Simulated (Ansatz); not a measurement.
**Zr2Ir: experiment and calculation**

**Measured values to compare with.**

“Superconducting ground state of nonsymmorphic superconducting compound Zr2Ir”, 2021, arxiv:2106.00268 reports, for a bulk crystal of Zr2Ir at 300 K: lattice constant c 5.66 ± 0.01 Å.

The results are compared with them further down.

Theory: DFT r2SCAN, scalar-relativistic, plane waves, PAW (Ansatz).

Cutoff 500 eV; k points 8×8×8 on the computed 6-atom cell (Γ-centred); Gaussian smearing, width 0.10 eV; no spin polarisation.

Relaxed structure, symmetry kept:

```
Zr Ir
1.0
    -3.25180    3.25180    2.88936
     3.25180   -3.25180    2.88936
     3.25180    3.25180   -2.88936
Zr Ir
4 2
Direct
  0.67374 0.17374 0.84748
  0.32626 0.82626 0.15252
  0.82626 0.67374 0.50000
  0.17374 0.32626 0.50000
  0.75000 0.75000 0.00000
  0.25000 0.25000 0.00000
```

| Item | Value |
| --- | --- |
| Space group | I4/mcm (No. 140) |
| Volume per atom | 20.37 Å³ |
| Formation energy from the elements' standard states (uncorrected) | -0.739 eV/atom |
| Generalised Kohn–Sham band gap | none (metal) |
| Density of states at the Fermi level | 5.28 states/eV per cell |
| Löwdin character within 0.5 eV of the Fermi level | Zr 4d 76 %, Ir 5d 11 %, unprojected 7 % |
| Bulk modulus | 138 GPa |
| Its pressure derivative | 3.0 |
| Bader charges (e) | Zr (4 in the cell) 1.18, Ir (2 in the cell) -2.35 |

Spin-orbit coupling is left out, which matters for the bands of heavy elements.

Against the measured lattice constant c of Zr2Ir, 5.66 Å (300 K; the paper above), the calculated 5.779 Å is off by +2.1 %. The measured value has few digits, which limits the comparison. The calculation is for 0 K without zero-point motion.

Cost: 9 runs of about 19 core-minutes in all, on Oxide Virtual Turin-like Processor (Zen 5) (shared hosts).